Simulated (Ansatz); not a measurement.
Ansatz (a quantum-chemistry and plane-wave program) input (B3LYP/STO-3G):

Ansatz 0.2 input:
```yaml
crystal:
  periodic: [false, false, false]
  atoms:
    - {symbol: O, position_ang: [-0.09788910, -0.14223064, 0.59918690]}
    - {symbol: C, position_ang: [0.11020707, 0.04653981, -0.61310884]}
    - {symbol: H, position_ang: [0.09106748, 1.04600479, -1.05194397]}
    - {symbol: H, position_ang: [0.31173752, -0.84557014, -1.20537534]}
    - {symbol: H, position_ang: [-0.28093466, 0.65817156, 1.14247713]}
basis:
  gaussian:
    orbitals: STO-3G
hamiltonian:
  xc: {name: B3LYP}
total_charge: 1
output: {forces: true}
```

Predict the final energy.

-113.28865 Eh.
